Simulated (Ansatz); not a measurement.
Si2 (triplet). The species carries charge 0 and has multiplicity 3.

| atom | x (Å) | y (Å) | z (Å) |
| --- | --- | --- | --- |
| Si1 | 0.822 | 0.114 | -0.762 |
| Si2 | -0.822 | -0.114 | 0.762 |

**Question.** List the harmonic frequencies (cm⁻¹, unscaled) at PBE0-D4/def2-TZVP in Ansatz. (Best estimate.)

**Answer.** The calculation gave: 518.

**Question.** Is this a minimum?

**Answer.** Yes, all 1 modes are real.
